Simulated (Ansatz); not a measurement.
C₃H₂⁺. The state is a doublet with charge 1. Geometry r2SCAN-D4/def2-TZVP; atoms count from 1.

Cartesian coordinates in Å:
```
C -0.079 0.260 -0.640
C 0.078 -0.247 0.645
C -0.057 1.078 0.432
H 0.210 -1.129 1.261
H -0.152 0.038 -1.698
```

The structure comes from a short search, and lower isomers may exist.

(1) Estimate the Mulliken populations from the PBE0/def2-TZVP orbitals of Ansatz.

(2) Where does the spin sit?

(3) And the Mayer bond orders between heavy atoms (over 0.3)?

Answers

(1) 
| atom | charge (e) | spin (α − β) |
| --- | --- | --- |
| C1 | 0.09 | 0.10 |
| C2 | 0.09 | 0.10 |
| C3 | 0.24 | 0.80 |
| H4 | 0.29 | 0.00 |
| H5 | 0.29 | 0.00 |
Mulliken values depend strongly on the basis.

(2) Summed by element: C 1.00, H 0.00, of 1 unpaired in all. Largest on single atoms: C3 0.80, C1 0.10, C2 0.10.

(3) C1–C2 1.32 (1.39 Å); C1–C3 1.48 (1.35 Å); C2–C3 1.48 (1.35 Å).
